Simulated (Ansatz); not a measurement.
# CH₂Cl₂: taking an electron away

Aim: the vertical ionisation energy of CH₂Cl₂, as cation minus neutral at the neutral's geometry, on several levels, and how well −ε(HOMO) stands in for it.

Program: Ansatz 0.2.0, Gaussian basis. Level of theory: unrestricted cation, the program's frozen cores in correlated methods. These are calculated values, not measurements.

The runs, in order: UKS PBE-D4/def2-TZVPP; UKS r2SCAN-D4/def2-TZVPP; UKS PBE0-D4/def2-TZVPP; UKS B3LYP-D4/def2-TZVPP; UKS wB97X-V/def2-TZVPP; UKS wB97M-V/def2-TZVPP; UKS B2PLYP/def2-TZVPP; UHF-CCSD(T)/def2-TZVPP; UHF-MP2/def2-QZVPP; extrapolation to the limit; then −ε(HOMO) from the neutral's earlier runs with LDA (SPW92), PBE-D4, revPBE-D4, BLYP-D4, r2SCAN-D4, B97M-V, PBE0-D4, B3LYP-D4, r2SCANh-D4, r2SCAN0-D4, HSE06-D4, BHLYP-D4, CAM-B3LYP-D4, LC-ωPBE, ωB97X-V, ωB97M-V.

### 1 Structure used throughout

All runs share one geometry, relaxed beforehand with PBE0-D4 in a triple-zeta def2 set.

5 atoms, charge 0, spin multiplicity 1.

Atoms are counted from 1 here; the program's logs count them from 0.

Bond lengths: Cl1–C2 1.762 Å, C2–Cl3 1.762 Å, C2–H4 1.086 Å, C2–H5 1.086 Å. Angles: Cl1–C2–Cl3 112.9°, Cl1–C2–H4 108.1°, Cl1–C2–H5 108.1°, Cl3–C2–H4 108.1°, Cl3–C2–H5 108.1°, H4–C2–H5 111.4°.

### 2 Cation, UKS PBE-D4/def2-TZVPP

File in.yaml:

```yaml
crystal:
  periodic: [false, false, false]
  atoms:
    - {symbol: Cl, position_ang: [1.640767, -0.353165, 0.256772]}
    - {symbol: C, position_ang: [-0.091128, -0.097422, 0.054602]}
    - {symbol: Cl, position_ang: [-0.464345, 1.269886, -0.992734]}
    - {symbol: H, position_ang: [-0.515057, -0.991443, -0.392473]}
    - {symbol: H, position_ang: [-0.520438, 0.098543, 1.032434]}
basis:
  gaussian: {orbitals: def2-TZVPP}
total_charge: 1
magnetization: {spin_polarized: true, initial_magnetization: 1}
hamiltonian: {xc: pbe, dispersion: d4}
```

The run is started by

```sh
$ ansatz run in.yaml --threads 4 --pin off --events-out ev --progress --plain --max-ram 10444MiB
```

Further steps of the session: Cation, UKS r2SCAN-D4/def2-TZVPP; Cation, UKS PBE0-D4/def2-TZVPP; Cation, UKS B3LYP-D4/def2-TZVPP; Cation, UKS wB97X-V/def2-TZVPP; Cation, UKS wB97M-V/def2-TZVPP; Cation, UKS B2PLYP (frozen core)/def2-TZVPP; Cation, UHF-CCSD(T)/def2-TZVPP; Cation, UHF-MP2/def2-QZVPP.

**Question.** What will the summary of the whole plan be? Wanted: ionisation energy, CCSD(T)/def2-TZVPP; nearest functional by difference; nearest −ε(HOMO); −ε(HOMO) of PBE; T1 of the cation.

The runs gave:

| quantity | value |
| --- | --- |
| ionisation energy, CCSD(T)/def2-TZVPP | 11.46 eV |
| nearest functional by difference | ωB97X-V (-0.05 eV) |
| nearest −ε(HOMO) | LC-ωPBE (+0.07 eV) |
| −ε(HOMO) of PBE | 7.24 eV |
| T1 of the cation | 0.060 |

**Reading.** Energy differences with functionals land within 0.84 eV of the reference. −ε(HOMO) of PBE misses by 4.2 eV, since self-interaction lifts the level. Among orbital estimates LC-ωPBE comes nearest. Hartree-Fock falls 0.77 eV short, as the neutral has more correlation energy than the cation. The cation's T1 (from the report) is 0.060, above the customary mark of 0.045 for open shells, so the coupled-cluster value is less safe.
